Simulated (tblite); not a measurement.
C3H5N3.
Bonds: C1–N2, N2–N3 (aromatic), N3–C4 (aromatic), C4–C5 (aromatic), C5–N6 (aromatic), N2–N6 (aromatic). Hydrogens: H7, H8, H9 on C1; H10 on C4; H11 on C5.

The geometry is computed with GFN2-xTB (gas phase).

What internal coordinates does the optimisation give?

```
               bond  length (Å)
              C1–N2       1.431
       N2–N3, N2–N6       1.310
       N3–C4, C5–N6       1.326
              C4–C5       1.396
C1–H7, C1–H8, C1–H9       1.090
     C4–H10, C5–H11       1.070
```

Bonds in one row agree within 0.01 Å and their mean is given. A selection of angles:
```
    angle  degrees
 N2–C1–H7    110.4
 N2–C1–H8    108.1
 H7–C1–H8    109.6
 C1–N2–N3    122.3
 C1–N2–N6    122.7
 N3–N2–N6    114.9
 N2–N3–C4    104.7
 N3–C4–C5    107.8
N3–C4–H10    121.8
C5–C4–H10    130.4
```

The 5-membered ring N2–N3–C4–C5–N6 has internal angles of 104.7° to 114.9° (sum 540°, against 540° for a flat polygon); it is planar, 0.00 Å rms from its mean plane, widest ring torsion 0°. The 6 heavy atoms lie in one plane (0.003 Å rms). The 3 C–N bonds span 1.325 Å (C5–N6, aromatic) to 1.431 Å (C1–N2, drawn single), a spread of 0.106 Å. N3 (pyridine-type nitrogen) is bent (angle 104.7°). N2 (pyrrole-type nitrogen) is planar (angles 122.7°, 122.3° and 114.9°, sum 360.0°, 0.00 Å off the plane of its three neighbours).

Point group: near Cs, missed by 0.33 Å at most; the miss may be what the optimiser left on a soft mode. GFN2-xTB frequencies show an imaginary mode (25i cm⁻¹), so the point is no minimum at that level.

Run on one thread of an Arm Neoverse V2, no GPU, on a shared host. This is the geometry optimisation.
